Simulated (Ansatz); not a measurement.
Results of r²SCAN in Ansatz (plane waves, PAW) for hcp Mg.

Settings: plane-wave cutoff 600 eV, 18×18×8 k mesh (along the axes of the cell as run), Fermi–Dirac smearing 0.1 eV, finite displacements, scalar-relativistic PAW data made under PBE.

The cell has the measured lattice parameters. Conventional cell: a = 3.2093 Å, b = 3.2093 Å, c = 5.2106 Å, α = 90.00°, β = 90.00°, γ = 120.00°.

```
CELL_PARAMETERS angstrom
      3.20930     0.00000     0.00000
     -1.60465     2.77934     0.00000
      0.00000     0.00000     5.21060
ATOMIC_POSITIONS crystal
  Mg 0.66667 0.33333 0.75000
  Mg 0.33333 0.66667 0.25000
```

Harmonic phonon frequencies (cm⁻¹; i marks an imaginary mode):

| q point | frequencies |
|---|---|
| Γ | ___ |
| M | 128 136 191 205 230 238 |
| A | 97 97 97 97 180 180 |

**Question.** Some entries are withheld; supply them.

**Answer.** 
- Γ, frequencies: 0 0 0 129 129 250

No imaginary mode appears at these points.

Note: the cell isn't this level's own, so it is under some stress, which shifts stiffness and frequencies.

Ansatz is an electronic-structure program.
